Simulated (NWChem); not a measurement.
## Extrapolating the MP2 correlation energy of methane (CH4)

SMILES: C
```xyz
5

C      0.0000     0.0000     0.0000
H      0.0000     0.8966     0.6340
H      0.0000    -0.8966     0.6340
H     -0.8966     0.0000    -0.6340
H      0.8966     0.0000    -0.6340
```
Charge 0, spin multiplicity 1.

Everything below was run with NWChem. The geometry was optimised at PBE0/def2-SVP, a minimum by its harmonic frequencies.

The correlated methods keep 1 core orbital frozen.

Worked example. The MP2 correlation energy is -161.60 mHa in cc-pVDZ and -198.46 mHa in cc-pVTZ. The form E(X) = E∞ + A/X³ turns the pair into an estimate of the basis-set limit.

E∞ = (3³·(-198.46) − 2³·(-161.60))/(3³ − 2³) = -214.0 mHa. The larger basis holds 93 % of that. This is a two-point estimate, and a rough one from so small a pair.
